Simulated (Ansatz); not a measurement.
Compare A (`CSC(O)O`) with its isomer B (`CC(O)(O)S`).

Isolated molecules relaxed with PBE0-D4/def2-TZVP in Ansatz; ΔE leaves out vibrations. CCSD(T)/CBS adds triple-zeta CCSD(T) − MP2 to the extrapolated MP2 energy (def2 sets, frozen cores). DFT in def2-TZVPP. B3LYP here is the variant with VWN-RPA as its local correlation; programs differ in this. Each species was taken in one conformer, which may not be the lowest.

Task: Which isomer does CCSD(T)/CBS put lower? Give the gap. (Estimate.)

Result: The calculation gave: B, by 23.3 kJ/mol.

Task: Give E(B) − E(A) in kJ/mol with B3LYP-D4, PBE0-D4, MP2/def2-TZVPP, CCSD/def2-TZVPP, ωB97M-V, B2PLYP, PBE-D4. (Best estimate.)

Result: Ansatz gave: B3LYP-D4 -18.8, PBE0-D4 -19.3, MP2/def2-TZVPP -24.4, CCSD/def2-TZVPP -24.8, ωB97M-V -23.0, B2PLYP -19.6, PBE-D4 -17.2. None reverses the order clearly.

Largest T1 diagnostic: 0.011.

In def2-TZVPP, CCSD(T) changes the Hartree–Fock value by −5.1 kJ/mol (the triples alone add −0.2 kJ/mol) and MP2 by −4.5 kJ/mol.
